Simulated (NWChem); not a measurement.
Everything below was run with NWChem. System: NO, charge 0, spin multiplicity 2, at the geometry of a parent with another charge or spin, in a state set for the comparison that need not be this species' ground state. Its SCF solution wasn't tested for a lower state. Level: UB3LYP/def2-TZVPD, VWN1-RPA local correlation.

Input file:

```
start mol
memory heap 200 mb stack 900 mb global 1100 mb
geometry units angstroms nocenter noautoz
  N      0.000000     0.000000     0.669030
  O      0.000000     0.000000    -0.585401
  symmetry group C2v
end
basis spherical
  * library def2-tzvpd
end
dft
  xc b3lyp
  odft
  mult 2
  semidirect memsize 60000000 filesize 0
  iterations 100
end
task dft energy
```

Part of the output:

```
             Northwest Computational Chemistry Package (NWChem) 7.3.0
             --------------------------------------------------------

                                NWChem Input Module
                                -------------------

 Scaling coordinates for geometry "geometry" by  1.889725989
 (inverse scale =  0.529177249)

 Turning off AUTOSYM since
 SYMMETRY directive was detected!

                             Geometry "geometry" -> ""
                             -------------------------

 Output coordinates in angstroms (scale by  1.889725989 to convert to a.u.)

  No.       Tag          Charge          X              Y              Z
 ---- ---------------- ---------- -------------- -------------- --------------
    1 N                    7.0000     0.00000000     0.00000000     0.66903000
    2 O                    8.0000     0.00000000     0.00000000    -0.58540100

 Effective nuclear repulsion energy (a.u.)      23.6234005250

            Nuclear Dipole moment (a.u.)
            ----------------------------
        X                 Y               Z
 ---------------- ---------------- ----------------
     0.0000000000     0.0000000000     0.0000037795

      Symmetry information
      --------------------

 Group name             C2v
 Group number             16
 Group order               4
 No. of unique centers     2

      Symmetry unique atoms

     1    2


 Summary of "ao basis" -> "" (spherical)
 ------------------------------------------------------------------------------
       Tag                 Description            Shells   Functions and Types
 ---------------- ------------------------------  ------  ---------------------
 *                         def2-tzvpd                 on all atoms

                                 NWChem DFT Module
                                 -----------------

 Summary of "ao basis" -> "ao basis" (spherical)
 ------------------------------------------------------------------------------
       Tag                 Description            Shells   Functions and Types
 ---------------- ------------------------------  ------  ---------------------
[...]
   Bfn.  Coefficient  Atom+Function         Bfn.  Coefficient  Atom+Function
  ----- ------------  ---------------      ----- ------------  ---------------
     6     -2.293992  1 N  s                  5      2.114766  1 N  s
    55      0.823697  2 O  pz                52     -0.528413  2 O  pz
    42     -0.462875  2 O  s                 15     -0.352132  1 N  pz
    41      0.213608  2 O  s                 28      0.200738  1 N  d  0
     4     -0.188899  1 N  s                 43     -0.135951  2 O  s

   alpha - beta orbital overlaps
   -----------------------------

   alpha      1      2      3      4      5      6      7      8      9     10
    beta      1      2      3      4      7      6      5      9      8     10
 overlap   1.000  1.000  1.000  0.998  0.996  0.998  1.000  0.992  0.999  1.000

   alpha     11     12     13     14     15     16     17     18     19     20
    beta     11     12     13     14     17     16     15     19     18     20
 overlap   0.999  1.000  0.999  0.999  0.997  1.000  0.999  0.994  1.000  0.998

   alpha     21     22     23     24     25     26     27     28     29     30
    beta     21     23     22     25     26     27     24     28     29     32
 overlap   0.999  0.919  0.991  1.000  0.999  0.916  0.991  0.999  1.000  0.999

   alpha     31     32     33     34     35     36     37     38     39     40
    beta     31     30     33     35     34     36     37     38     39     40
 overlap   1.000  1.000  1.000  1.000  0.998  1.000  1.000  0.999  1.000  1.000

   alpha     41     42     43     44     45     46     47     48     49     50
    beta     42     41     45     44     43     46     47     49     48     50
 overlap   0.997  1.000  0.997  0.996  1.000  0.996  1.000  1.000  1.000  1.000

   alpha     51     52     53     54     55     56     57     58     59     60
    beta     51     52     53     55     54     56     57     59     60     58
 overlap   0.998  1.000  0.998  1.000  0.999  0.999  0.999  1.000  0.788  0.789

   alpha     61     62     63     64     65     66     67     68     69     70
    beta     62     61     64     63     65     66     67     69     68     71
 overlap   1.000  1.000  1.000  1.000  1.000  1.000  1.000  1.000  1.000  1.000

   alpha     71     72     73     74     75     76     77
    beta     70     73     72     74     75     76     77
 overlap   1.000  1.000  1.000  1.000  1.000  1.000  1.000

     --------------------------
     Expectation value of S2:
     --------------------------
      <S2> =      0.7546 (Exact =     0.7500)

 center of mass
 --------------
 x =   0.00000000 y =   0.00000000 z =   0.00031734

 moments of inertia (a.u.)
 ------------------
          41.956985404500           0.000000000000           0.000000000000
           0.000000000000          41.956985404500           0.000000000000
           0.000000000000           0.000000000000           0.000000000000

     Multipole analysis of the density
     ---------------------------------

     L   x y z        total         alpha         beta         nuclear
     -   - - -        -----         -----         ----         -------
     0   0 0 0     -0.000000     -8.000000     -7.000000     15.000000

     1   1 0 0     -0.000000     -0.000000     -0.000000      0.000000
     1   0 1 0     -0.000000     -0.000000     -0.000000      0.000000
     1   0 0 1      0.061328     -0.275048      0.336372      0.000004

     2   2 0 0     -8.185421     -4.686923     -3.498498      0.000000
     2   1 1 0     -0.000000     -0.000000     -0.000000      0.000000
     2   1 0 1      0.000000      0.000000      0.000000      0.000000
     2   0 2 0     -7.389952     -3.853429     -3.536523      0.000000
     2   0 1 1      0.000000      0.000000      0.000000      0.000000
     2   0 0 2     -8.387662    -15.809379    -13.557438     20.979155

 Task  times  cpu:        1.1s     wall:        1.1s

 Total times  cpu:        1.1s     wall:        1.1s
```
